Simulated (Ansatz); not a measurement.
Species: CH2O, SMILES `C=O` (charge 0, multiplicity 1), formula CH2O.

Question: How many basis functions does frozen-core CCSD(T)/aug-cc-pVTZ // B3LYP-D3(BJ)/def2-TZVPD run with Ansatz (an electronic-structure program) use, how many core orbitals are frozen, and how many electrons are correlated?

Answer: 138 basis functions and 2 frozen orbitals, which leaves 12 correlated electrons. Core time is of the order of seconds.
